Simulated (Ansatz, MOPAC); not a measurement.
Potential energy curve for Li2, singlet.

Levels: AM1, restricted, heats of formation (MOPAC); UHF/cc-pVDZ (Ansatz, a first-principles code); FCI = full CI/cc-pVDZ, frozen core in Ansatz.

Energies relative to the lowest point of each curve near equilibrium, in kJ/mol:

```csv
R / Å,AM1,UHF
2.37,0.0,15.0
2.43,0.3,10.9
2.61,6.5,3.5
2.74,14.4,2.0
2.89,25.7,0.3
3.45,75.5,3.9
3.72,98.6,7.3
4.10,127.5,11.3
4.91,173.5,16.0
6.78,226.4,17.9
7.45,236.4,18.0
8.23,245.3,18.0
```

**Question.** Estimate the FCI values at these points.

**Answer.** 2.37: 12.0; 2.43: 8.0; 2.61: 1.1; 2.74: 0.0; 2.89: 1.6; 3.45: 22.9; 3.72: 36.1; 4.10: 53.6; 4.91: 78.6; 6.78: 92.7; 7.45: 93.4; 8.23: 93.7 (kJ/mol).

The restricted form behind AM1 keeps the bonding electrons paired and can't separate into open-shell fragments. The unrestricted determinant behind UHF is spin-contaminated at 2.04 to 8.23 Å (<S²> up to 1.0, against 0.00 for a pure singlet).
